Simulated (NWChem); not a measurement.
# NS (Mononitrogen monosulfide): levels of theory compared

Wanted: a comparison of 6 runs (UHF/STO-3G, UHF/3-21G, UHF/6-31G*, UPBE0/def2-SVP, UB3LYP/cc-pVTZ, UPBE0/cc-pVTZ) of NS (Mononitrogen monosulfide). 

Program for the calculation: NWChem 7.3.0.

4 further runs of the same task are left out: 4 set aside as unsound or not needed.

## (1) The system as given

NS has 2 atoms, charge 0, and is taken as a doublet. As SMILES, `[N]=S`. The coordinates come from a PBE0-D4/def2-TZVP relaxation.

Bond lengths: N1–S2 1.486 Å.

## (2) Energy and gradient at UHF/STO-3G (run 1)

File a.xyz:

```xyz
2

N      0.000000     0.000000    -0.011220
S      0.000000     0.000000     1.474400
```

File run.py:

```python
from ase.io import read
from ase.calculators.nwchem import NWChem

mol = read('a.xyz')

calc = NWChem(
    label='a',
    theory='scf',
    memory='2200 mb',
    basis='STO-3G',
    basispar='spherical bse',
    scf={'nopen': '1', 'uhf': None, 'thresh': '1e-08', 'maxiter': '80'},
)
mol.calc = calc

forces = mol.get_forces()
print("Total energy (eV):", round(mol.get_potential_energy(), 6))
print("forces (eV/A):")
for s, f in zip(mol.symbols, forces):
    print(f"{s:2s} {f[0]:10.5f} {f[1]:10.5f} {f[2]:10.5f}")
```

Command:

```
$ export ASE_NWCHEM_COMMAND="nwchem PREFIX.nwi > PREFIX.nwo"
$ python run.py
```

Output:

```text
Total energy (eV): -12159.38122
forces (eV/A):
N    -0.00000    0.00000   -9.21458
S     0.00000   -0.00000    9.21458
```

The calculator wrote a.nwi:

```
title "a"

permanent_dir a

scratch_dir a

start a

geometry units angstrom nocenter noautosym noautoz
  N  0.0000000000000000e+00 0.0000000000000000e+00 -1.1220000000000001e-02
  S  0.0000000000000000e+00 0.0000000000000000e+00 1.4743999999999999e+00
end

memory 2200 mb

basis spherical bse noprint
   * library STO-3G
end

scf
  nopen 1
  uhf
  thresh 1e-08
  maxiter 80
end

task scf gradient
```

a.nwo:

```text
Northwest Computational Chemistry Package (NWChem) 7.3.0
             --------------------------------------------------------

           Job information
           ---------------

    nwchem branch   = 7.3.0
    use scalapack   = T
    input           = a.nwi
    prefix          = a.
    data base       = a/a.db
    status          = startup
    nproc           =        1

           Memory information
           ------------------

    heap     =     72089594 doubles =      550.0 Mbytes
    stack    =     72089599 doubles =      550.0 Mbytes
    global   =    144179200 doubles =     1100.0 Mbytes (distinct from heap & stack)
    total    =    288358393 doubles =     2200.0 Mbytes
    verify   = yes
    hardfail = no

[... 101 lines left out ...]
 Convergence threshold     :          1.000E-08
[... 18 lines left out ...]
       Final UHF  results
[... 3 lines left out ...]
      One electron energy =   -699.406076608545
[... 1 line left out ...]
 Nuclear repulsion energy =     39.894355143284
[... 26 lines left out ...]
          Final beta eigenvalues
[... 112 lines left out ...]
                     UHF Final Beta Molecular Orbital Analysis
[... 145 lines left out ...]
                              NWChem Gradients Module
                              -----------------------

                                         a

  wavefunction    =   UHF

                         UHF ENERGY GRADIENTS

    atom               coordinates                        gradient
                 x          y          z           x          y          z
   1 N       0.000000   0.000000  -0.021203    0.000000  -0.000000   0.179195
   2 S       0.000000   0.000000   2.786212   -0.000000   0.000000  -0.179195

                 ----------------------------------------
                 |  Time  |  1-e(secs)   |  2-e(secs)   |
                 ----------------------------------------
                 |  CPU   |       0.00   |       0.03   |
                 ----------------------------------------
                 |  WALL  |       0.00   |       0.03   |
                 ----------------------------------------

 Task  times  cpu:        0.3s     wall:        0.3s
 Total times  cpu:        0.3s     wall:        0.3s
```

Wall time 1.2 s (1 thread of AMD EPYC 9R45 (Zen 5), shared host); peak memory 0.1 GiB.

## (3) Energy and gradient at UHF/3-21G (run 2)

File run.py:

```python
from ase import Atoms
from ase.calculators.nwchem import NWChem

mol = Atoms('NS', positions=[
    [-0.000000, -0.000000, -0.011220],
    [0.000000, 0.000000, 1.474400],
])

calc = NWChem(
    label='ns',
    theory='scf',
    memory='2200 mb',
    basis='3-21G',
    basispar='spherical bse',
    scf={'nopen': '1', 'uhf': None, 'thresh': '1e-08', 'maxiter': '80'},
)
mol.calc = calc

forces = mol.get_forces()
print(f"energy = {mol.get_potential_energy():.6f} eV")
print("forces (eV/A):")
for s, f in zip(mol.symbols, forces):
    print(f"{s:2s} {f[0]:10.5f} {f[1]:10.5f} {f[2]:10.5f}")
```

Command:

```
$ export ASE_NWCHEM_COMMAND="nwchem PREFIX.nwi > PREFIX.nwo"
$ python run.py
```

Output:

```text
energy = -12234.637237 eV
forces (eV/A):
N    -0.00000    0.00000   -8.38514
S     0.00000   -0.00000    8.38514
```

The calculator wrote ns.nwi:

```
title "ns"

permanent_dir ns

scratch_dir ns

start ns

geometry units angstrom nocenter noautosym noautoz
  N  -0.0000000000000000e+00 -0.0000000000000000e+00 -1.1220000000000001e-02
  S  0.0000000000000000e+00 0.0000000000000000e+00 1.4743999999999999e+00
end

memory 2200 mb

basis spherical bse noprint
   * library 3-21G
end

scf
  nopen 1
  uhf
  thresh 1e-08
  maxiter 80
end

task scf gradient
```

ns.nwo:

```text
Northwest Computational Chemistry Package (NWChem) 7.3.0
             --------------------------------------------------------

           Job information
           ---------------

    nwchem branch   = 7.3.0
    use scalapack   = T
    input           = ns.nwi
    prefix          = ns.
    data base       = ns/ns.db
    status          = startup
    nproc           =        1

           Memory information
           ------------------

    heap     =     72089594 doubles =      550.0 Mbytes
    stack    =     72089599 doubles =      550.0 Mbytes
    global   =    144179200 doubles =     1100.0 Mbytes (distinct from heap & stack)
    total    =    288358393 doubles =     2200.0 Mbytes
    verify   = yes
    hardfail = no

[... 101 lines left out ...]
 Convergence threshold     :          1.000E-08
[... 18 lines left out ...]
       Final UHF  results
[... 3 lines left out ...]
      One electron energy =   -699.544487443365
[... 1 line left out ...]
 Nuclear repulsion energy =     39.894355143284
[... 34 lines left out ...]
          Final beta eigenvalues
[... 189 lines left out ...]
                     UHF Final Beta Molecular Orbital Analysis
[... 217 lines left out ...]
                              NWChem Gradients Module
                              -----------------------

                                        ns

  wavefunction    =   UHF

                         UHF ENERGY GRADIENTS

    atom               coordinates                        gradient
                 x          y          z           x          y          z
   1 N       0.000000   0.000000  -0.021203    0.000000  -0.000000   0.163065
   2 S       0.000000   0.000000   2.786212   -0.000000   0.000000  -0.163065

                 ----------------------------------------
                 |  Time  |  1-e(secs)   |  2-e(secs)   |
                 ----------------------------------------
                 |  CPU   |       0.00   |       0.04   |
                 ----------------------------------------
                 |  WALL  |       0.00   |       0.04   |
                 ----------------------------------------

 Task  times  cpu:        0.5s     wall:        0.5s
 Total times  cpu:        0.5s     wall:        0.5s
```

Wall time 1.4 s (1 thread of AMD EPYC 9R45 (Zen 5), shared host); peak memory 0.098 GiB.

Run 3 isn't shown in full; the table further down has it.

## (4) Energy and forces at UPBE0/def2-SVP (run 4)

File run.py:

```python
from ase import Atoms
from ase.calculators.nwchem import NWChem

molecule = Atoms(['N', 'S'], positions=[
    [-0.000000, -0.000000, -0.011220],
    [0.000000, 0.000000, 1.474400],
])

calc = NWChem(
    label='input',
    theory='dft',
    memory='2200 mb',
    basis='def2-SVP',
    basispar='spherical bse',
    dft={'xc': 'pbe0', 'mult': '2', 'grid': 'xfine', 'convergence': 'energy 1e-08', 'iterations': '100', 'mulliken': None},
)
molecule.calc = calc

forces = molecule.get_forces()
e = molecule.get_potential_energy()
print(f"E = {e:.6f} eV")
print("forces (eV/A):")
for s, f in zip(molecule.symbols, forces):
    print(f"{s:2s} {f[0]:10.5f} {f[1]:10.5f} {f[2]:10.5f}")
```

Command:

```
$ export ASE_NWCHEM_COMMAND="nwchem PREFIX.nwi > PREFIX.nwo"
$ python run.py
```

Output:

```text
E = -12312.747007 eV
forces (eV/A):
N     0.00000    0.00000   -0.99229
S    -0.00000   -0.00000    0.99229
```

The calculator wrote input.nwi:

```
title "input"

permanent_dir input

scratch_dir input

start input

geometry units angstrom nocenter noautosym noautoz
  N  -0.0000000000000000e+00 -0.0000000000000000e+00 -1.1220000000000001e-02
  S  0.0000000000000000e+00 0.0000000000000000e+00 1.4743999999999999e+00
end

memory 2200 mb

basis spherical bse noprint
   * library def2-SVP
end

dft
  xc pbe0
  mult 2
  grid xfine
  convergence energy 1e-08
  iterations 100
  mulliken
end

task dft gradient
```

input.nwo:

```text
Northwest Computational Chemistry Package (NWChem) 7.3.0
             --------------------------------------------------------

           Job information
           ---------------

    nwchem branch   = 7.3.0
    use scalapack   = T
    input           = input.nwi
    prefix          = input.
    data base       = input/input.db
    status          = startup
    nproc           =        1

           Memory information
           ------------------

    heap     =     72089600 doubles =      550.0 Mbytes
    stack    =     72089597 doubles =      550.0 Mbytes
    global   =    144179200 doubles =     1100.0 Mbytes (distinct from heap & stack)
    total    =    288358397 doubles =     2200.0 Mbytes
    verify   = yes
    hardfail = no

[... 88 lines left out ...]
          Convergence on energy requested:  1.00D-08
[... 24 lines left out ...]
          Convergence Information
[... 30 lines left out ...]
 1-e energy   =    -702.356368
[... 55 lines left out ...]
      One electron energy =     -702.448640678566
[... 8 lines left out ...]
                    DFT Final Alpha Molecular Orbital Analysis
[... 554 lines left out ...]
          Convergence on gradient requested:  5.00D-04
[... 25 lines left out ...]
          total energy or number of iterations.
[... 18 lines left out ...]
                            NWChem DFT Gradient Module
                            --------------------------

                                       input

  charge          =   0.00
  wavefunction    = open shell

                         DFT ENERGY GRADIENTS

    atom               coordinates                        gradient
                 x          y          z           x          y          z
   1 N       0.000000   0.000000  -0.021203   -0.000000  -0.000000   0.019297
   2 S       0.000000   0.000000   2.786212    0.000000   0.000000  -0.019297

                 ----------------------------------------
                 |  Time  |  1-e(secs)   |  2-e(secs)   |
                 ----------------------------------------
                 |  CPU   |       0.00   |       0.14   |
                 ----------------------------------------
                 |  WALL  |       0.00   |       0.14   |
                 ----------------------------------------

 Task  times  cpu:        2.8s     wall:        2.8s
 Total times  cpu:        2.8s     wall:        2.8s
```

Wall time 3.9 s (1 thread of AMD EPYC 9R45 (Zen 5), shared host); peak memory 0.11 GiB.

Run 5 isn't shown in full; the table further down has it.

## (5) Energy and forces at UPBE0/cc-pVTZ (run 6)

File ns.nw:

```
START ns
memory total 2200 mb
GEOMETRY units angstroms noautosym nocenter noautoz
  N      0.000000     0.000000    -0.011220
  S      0.000000     0.000000     1.474400
END
BASIS spherical bse
  * library cc-pVTZ
END
DFT
  xc pbe0
  mult 2
  grid xfine
  convergence energy 1e-08
  maxiter 100
  mulliken
END
TASK dft gradient
```

Command:

```
$ nwchem ns.nw > ns.out
```

Output:

```text
[...]
          Wavefunction type:  spin polarized.
          No. of atoms     :     2
          No. of electrons :    23
[...]
          Charge           :     0
          Spin multiplicity:     2
[...]
          AO basis - number of functions:    64
[...]
              XC Information
              --------------
                         PBE0 Method XC Functional
                     Hartree-Fock (Exact) Exchange  0.250
          PerdewBurkeErnzerhof Exchange Functional  0.750
            Perdew 1991 LDA Correlation Functional  1.000 local
           PerdewBurkeErnz. Correlation Functional  1.000 non-local
[...]
 d= 0,ls=0.0,diis     1   -452.6653165774 -4.93D+02  4.30D-03  8.17D-02     1.6
[...]
 d= 0,ls=0.0,diis    13   -452.6959807307 -9.41D-09  7.19D-08  2.80D-11    14.6
[...]
         Total DFT energy =     -452.695980730669
      One electron energy =     -702.708349062309
           Coulomb energy =      242.404590749590
    Exchange-Corr. energy =      -32.286577561234
 Nuclear repulsion energy =       39.894355143284
[...]
      Total Density - Mulliken Population Analysis
     ---------------------------------------------
    Atom       Charge   Shell Charges
 -----------   ------   -------------------------------------------------------
    1 N    7     7.21   1.94  0.25  1.02  0.58  0.90  1.58  0.89  0.01  0.05  0.00
    2 S   16    15.79   2.00  1.86  0.23  1.17  0.64  5.80  0.87  2.17  0.85  0.07  0.11  0.02
[...]
      <S2> =      0.7580 (Exact =     0.7500)
[...]
  wavefunction    = open shell
                         DFT ENERGY GRADIENTS
    atom               coordinates                        gradient
                 x          y          z           x          y          z
   1 N       0.000000   0.000000  -0.021203    0.000000   0.000000   0.009885
   2 S       0.000000   0.000000   2.786212   -0.000000  -0.000000  -0.009885
[...]
```

Wall time 21 s (1 thread of AMD EPYC 9R45 (Zen 5), shared host); peak memory 0.12 GiB.

## (6) Overview of the runs

```csv
run,level,iteration cap,module,energy (Eh),dipole moment (D),HOMO energy (eV),LUMO energy (eV),wall time
1,UHF/STO-3G,80,scf,-446.849022,1.28,-6.30,5.24,1.2 s
2,UHF/3-21G,80,scf,-449.614629,1.26,-9.62,0.33,1.4 s
3,UHF/6-31G* (spherical functions),80,scf,-451.893593,–,–,–,4.2 s
4,UPBE0/def2-SVP,100,dft,-452.485110,1.82,-6.11,-3.38,3.9 s
5,UB3LYP/cc-pVTZ,100,dft,-452.917844,1.83,–,–,21 s
6,UPBE0/cc-pVTZ,100,dft,-452.695981,1.79,-6.25,-3.51,21 s
```

## (7) What came out

```
                                 quantity          value
                      run 6: total energy  -452.69598 Eh
                     run 6: dipole moment         1.79 D
run 6: HOMO energy (highest over α and β)       -6.25 eV
 run 6: LUMO energy (lowest over α and β)       -3.51 eV
                              run 6: ⟨S²⟩          0.758
          run 6: largest force on an atom     0.508 eV/Å
```

What this shows: Over runs 1, 2, 4, 5, 6 the dipole moment (its size) runs from 1.26 D (UHF/3-21G) to 1.83 D (UB3LYP/cc-pVTZ). The two ends differ in method and basis. Totals of different functionals can't be ranked against each other. In run 1 the basis is minimal, so the values are rough. Spin contamination of the reference: run 1 ⟨S²⟩ = 1.25, run 3 ⟨S²⟩ = 1.14, run 2 ⟨S²⟩ = 1.14. All runs together took 52 s, the longest 21 s.
